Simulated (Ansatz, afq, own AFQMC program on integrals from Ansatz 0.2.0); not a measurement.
**Where AFQMC and coupled cluster stand for NaC, quartet**

```yaml
atoms:
  - { symbol: C, position_ang: [0.0000, 0.0000, 0.0000] }
  - { symbol: Na, position_ang: [0.0000, 0.0000, 3.0250] }
```

Basis cc-pVDZ. Noble-gas cores (and the filled d shells of Ga–Kr and In–Xe) are frozen. Ansatz 0.2.0 and our own AFQMC program on the same integrals; the CISD trial comes from CCSD amplitudes, and released means the phaseless constraint is let go. Uncertainties: one standard error, sampling alone.

Determinant: UHF, the one that the program's search chose, which needn't be the lowest solution. The geometry is a point of a scan.

Full CI on the same integrals is exact in this basis and with this determinant's frozen core.

Cautions: lower spins were not checked; the released energies have errors that jump between times, so the bars are unsure, so no released level is given (meV from the phaseless value at times in 1/Eh: 119 ± 127 at 0.24, -13 ± 3 at 0.51, -17 ± 3 at 0.99, -20.8 ± 2.2 at 1.62, -25 ± 3 at 2.40), though the last usable value meets full CI within the noise; the ph-AFQMC/CISD walk drifts between its halves (2.7 errors).

The T1 diagnostic is 0.0263, the weight of the determinant in the CISD state is 0.937 and the ⟨S²⟩ of the determinant is 3.755. The size of the correlated space is 5 electrons in 26 orbitals.

```json
{"level": "MP2", "correlation energy (eV)": "-1.9882"}
{"level": "CCSD", "correlation energy (eV)": "-2.4931"}
{"level": "CCSD(T)", "correlation energy (eV)": "-2.5510"}
```

Question: Estimate where full CI lies against CCSD(T) on the same integrals.

Answer: 24.0 meV below CCSD(T).

Reference: full CI, correlation energy -2.575 eV.

| level | E − E(reference) (meV) | share of correlation (%) |
| --- | --- | --- |
| CCSD(T) | 24.0 | 99.07 |
| CCSDT | 5.3 | 99.79 |
| CCSDT(Q) | 0.2 | 99.99 |
| CCSDTQ | 0.0 | 100.00 |
| ph-AFQMC/CISD | 28.9 ± 3.0 | 98.88 |

CCSDT and higher add their correlation energy to the determinant of the CCSD(T) run, since their own runs factorise the integrals more tightly (a shift of under 2 meV). A walk keeps the symmetry of its determinant, which the program's search chose and which needn't be the lowest solution, so a lower state of the same spin and another symmetry isn't excluded.
